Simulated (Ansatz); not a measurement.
Molecule (SMILES): [O]N=O, doublet.
Atoms: N1, O2, O3. Bonds: N1-O2, N1-O3.

Basis-set convergence of the lowest harmonic wavenumber at HF with Ansatz (a quantum-chemistry and plane-wave program). Each level at its own minimum, finite differences of forces, unscaled; the reference is a large set that could be run, not a limit. Cartesian d functions, on some or all atoms, in 6-31+G*; all else is spherical. The program fits the integrals of some runs and decomposes those of others, by size. Open shells are unrestricted. No added dispersion term, no relativity. Reference: the value in def2-QZVPP, 853 cm⁻¹, itself unsure by roughly 2 cm⁻¹ (its mean distance from cc-pVQZ, aug-pcseg-2, aug-cc-pVTZ). Deviations are taken from unrounded values.

```
basis            functions  lowest harmonic wavenumber (cm⁻¹)  minus reference (cm⁻¹)
---------------  ---------  ---------------------------------  ----------------------
cc-pVDZ                 42                                845                      -8
def2-SVP                42                                860                       7
pcseg-1                 42                                846                      -7
6-311G**                54                                852                      -1
6-31+G*                 57                                831                     -22
def2-SVPD               66                                853                       0
aug-cc-pVDZ             69                                838                     -15
aug-pcseg-1             69                                843                     -10
cc-pVTZ                 90                                850                      -3
def2-TZVPP              93                                852                      -1
jun-cc-pV(T+d)Z        117                                849                      -4
aug-pcseg-2            138                                849                      -4
cc-pVQZ                165                                853                       0
```

The smallest set listed that lies within 50 cm⁻¹ of the reference with all its larger relatives (same family, alike in diffuse functions; a set with none counts only in the reference's own line) is cc-pVDZ (42 functions, -8 cm⁻¹ off), level with def2-SVP, level with pcseg-1. Inside, with no larger relative to test it: 6-311G**. (Relatives not listed, tested too: 6-311+G** -5, 6-311++G(2d,2p) -8, pcseg-2 -3, def2-TZVP -1, 6-311++G(3df,3pd) -2, def2-TZVPD -3, def2-TZVPPD -3, aug-cc-pVTZ -3, def2-QZVP 0, def2-QZVPP 0 cm⁻¹.)
